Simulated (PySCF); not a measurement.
Structure problem from calculated spectra and properties.

Elements present: C, H and O. Monoisotopic mass: 83.0491 u (electron mass counted); charge +1.

- UV, strongest line: among the 6 lowest singlet transitions: S2 at 5.05 eV (246 nm, f = 0.254) [TDDFT PBE0/def2-SVPD]
- NMR, other nuclei: isotropic shieldings of nuclei other than C and H, by class: -60 (1 O) ppm [GIAO PBE0/pcSseg-1]
- 1H NMR: chemical shifts (computed TMS as zero) by class: 7.90 (1 H), 5.72 (1 H), 4.92 (2 H), 2.83 (3 H) ppm [GIAO PBE0/pcSseg-1]
- Rotational structure: rotational constants A, B, C: 8.152, 1.993, 1.730 GHz [GFN2-xTB]
- Polarisability: 60.2 au [PBE0/def2-SVPD]
- 13C NMR: chemical shifts (computed TMS as zero) by class: 183.4 (1 C), 166.3 (1 C), 104.5 (1 C), 27.3 (1 C), 18.3 (1 C) ppm [GIAO PBE0/pcSseg-1]
- Triplet: lowest triplet excitation (Tamm–Dancoff): 3.46 eV [TDA PBE0/def2-SVPD]
- UV, first state: lowest singlet excitation: 3.99 eV (311 nm, f = 0.002) [TDDFT PBE0/def2-SVPD]

Electronic properties: PySCF, gas phase, density fitting. Levels stand in brackets. NMR shifts are as computed; neighbouring signals can stand in another order in a measured spectrum. Geometry: GFN2-xTB, one conformer, isolated ion. NMR values are class means; diastereotopic atoms form classes of their own.

Question: Which formula fits the mass and the elements?

Answer: C5H7O (calculated 83.0491). No other formula that holds each of these elements comes within 0.0003 u with a fitting electron parity and a possible valence count.

Question: What is the compound? Reason from the data.

Answer: Numbering: `[CH3:1]/[CH:2]=[CH:3]/[CH2:4][C:5]#[O+:6]`. 5 carbons fall into 5 classes; from least to most shielded: alkene CH carbon [C2] (183.4 ppm), triply bonded carbon [C5] (166.3 ppm), alkene CH carbon [C3] (104.5 ppm), allylic carbon [C1] (27.3 ppm), allylic carbon [C4] (18.3 ppm). Hydrogen classes from least to most shielded: 1 H on an alkene CH carbon, C2 (7.90 ppm), 1 H on an alkene CH carbon, C3 (5.72 ppm), 2 H on an allylic carbon, C4 (4.92 ppm), 3 H on an allylic carbon, C1 (2.83 ppm). The other shieldings belong to: -60 ppm, oxygen bonded to C [O6]. S1 is mainly HOMO→LUMO (weight 0.97); the largest Löwdin shares of the orbital it empties are 0.37 on an alkene CH carbon, 0.25 on an alkene CH carbon, 0.10 on an allylic carbon and 0.06 on an allylic carbon, of the orbital it fills 0.40 on the triply bonded carbon, 0.32 on the oxygen bonded to C, 0.13 on an allylic carbon and 0.06 on a methylene hydrogen. The optimised geometry has point group C1 and is an asymmetric top. Structure: `C/C=C/CC#[O+]`. Computed isomers that give other values at the same levels: `C=CCCC#[O+]` (lowest singlet excitation: 3.54 eV (350 nm, f = 0.001)); `[O+]#CCC1CC1` (13C chemical shifts (computed TMS as zero) by class: 165.7 (1 C), 18.1 (1 C), 17.9 (1 C), 15.9 (2 C) ppm); `COC[c+]1cc1` (13C chemical shifts (computed TMS as zero) by class: 199.0 (1 C), 178.0 (2 C), 71.9 (1 C), 63.5 (1 C) ppm). The assignments are read from this structure; whether some other isomer fits the data as well wasn't checked.

The values belong to the conformer `[CH3:1]/[CH:2]=[CH:3]/[CH2:4][C:5]#[O+:6]`: C2–C3–C4–C5 91°.
